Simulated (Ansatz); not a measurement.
# AlSO (doublet): from Hartree-Fock to the top rungs, cc-pVDZ

An exercise on one series of results from a longer session: the logs are not shown, and one member is left open.

Program: Ansatz 0.2.0, Gaussian basis. Level of theory: cc-pVDZ, core rule «outside noble gas», up to 11 orbitals frozen. These are calculated values, not measurements.

Plan: UHF; CCSD(T) on ROHF; CCSD(T) on UHF; BCCD(T) on ROHF; CISD as a restricted active space (open shells left free, so some higher excitations enter); CCSDT(Q) on ROHF; CCSDT(Q) on UHF.

25 further runs of the same task are left out: 12 for a known fault of the program, 4 that didn't finish, 9 set aside as unsound or not needed. Runs told in other sessions of the task aren't counted.

## The system

The geometry is a PBE0/def2-TZVP stationary point (not a proven minimum).

3 atoms, charge 0, spin multiplicity 2.

Atoms are counted from 1 here; the program's logs count them from 0.

Bond lengths: Al1–O2 1.721 Å, O2–S3 1.597 Å. Angles: Al1–O2–S3 180.0°.

Set-up of the first run:

in.yaml

```yaml
crystal:
  periodic: [false, false, false]
  atoms:
    - {symbol: Al, position_ang: [0.000000, 0.000000, 1.679600]}
    - {symbol: O, position_ang: [0.000000, 0.000000, -0.041100]}
    - {symbol: S, position_ang: [0.000000, 0.000000, -1.638500]}
basis:
  gaussian: {orbitals: cc-pVDZ}
magnetization: {spin_polarized: true, initial_magnetization: 1}
hamiltonian: {xc: hf}
output: {orbitals: {seedname: orbitals}}
```

The run is started by

```console
$ ansatz run in.yaml --threads 1 --pin off --events-out ev --progress --plain --max-ram 2393MiB
```

Among the steps run: UHF; CCSD(T) on ROHF; CCSD(T) on UHF; BCCD(T) on ROHF; CISD as a restricted active space (open shells left free, so some higher excitations enter); CCSDT(Q) on ROHF; CCSDT(Q) on UHF.

One table of the session follows, with a row left open; its other results are not shown here.

It belongs to the step «Misses and costs». 

```
   method  from UCCSDT(Q) (kJ/mol)
     ROHF                   +985.8
      UHF                   +973.9
     RMP2                   +101.9
     UMP2                        ?
     CISD                   +135.7
    RCCSD                    +32.2
    UCCSD                    +31.9
 RCCSD(T)                     +5.3
 UCCSD(T)                     +5.3
  BCCD(T)                     +4.7
   RCCSDT                     +3.3
   UCCSDT                     +3.2
RCCSDT(Q)                     +0.5
UCCSDT(Q)                        0
```

Estimate the missing values for UMP2.

The run gave: from UCCSDT(Q) (kJ/mol): +104.6. In the column «from UCCSDT(Q) (kJ/mol)» it lies between RMP2 (+101.9) and CISD (+135.7).

With the free atoms at the same levels and basis (separate runs), the atomisation energy is 6.742 eV at UCCSDT(Q), 6.714 eV at RCCSD(T), 6.711 eV at UCCSD(T), 4.203 eV at ROHF.

Caveats from the session: Restricted and unrestricted rows rest on different reference determinants; a gap between their highest levels can come from leftover correlation error, from unlike frozen cores or from another state.
